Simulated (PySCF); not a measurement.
Compound: isovaleronitrile, C5H9N.
InChI=1S/C5H9N/c1-5(2)3-4-6/h5H,3H2,1-2H3

Torsions of this conformer, `[CH3:1][CH:2]([CH3:3])[CH2:4][C:5]#[N:6]`: C1–C2–C4–C5 -62°.

The closed-shell ground state was solved at several levels (PySCF, density fitting, gas phase, non-relativistic). One conformer (not necessarily the lowest) at the GFN2-xTB geometry, without solvent, vibrations or thermal averaging.

```tsv
level	basis functions	HOMO (eV)	LUMO (eV)	gap (eV)	dipole (D)
PBE0/pcSseg-1	147	-9.20	0.74	9.94	4.08
PBE0/def2-SVPD	192	-9.22	0.35	9.57	4.13
```

(1) Estimate the row for B3LYP/pcJ-1, a basis of 252 functions; the other rows only guide the guess.

(2) Over all these levels, which gives the widest orbital gap and which the narrowest?

(3) How far do the dipole and the HOMO energy spread over the levels?

Results:

(1) HOMO -8.95 eV, LUMO 0.46 eV, gap 9.41 eV, dipole 4.04 D.

(2) PBE0/pcSseg-1 (global hybrid, 25 % exact exchange) has the widest, 9.94 eV, and B3LYP/pcJ-1 (global hybrid, 20 % exact exchange) the narrowest, 9.41 eV. Functional and basis both differ between the two, so the spread mixes both effects.

(3) The dipole runs from 4.04 to 4.13 D (mean 4.08 D) and the HOMO from -9.22 to -8.95 eV.
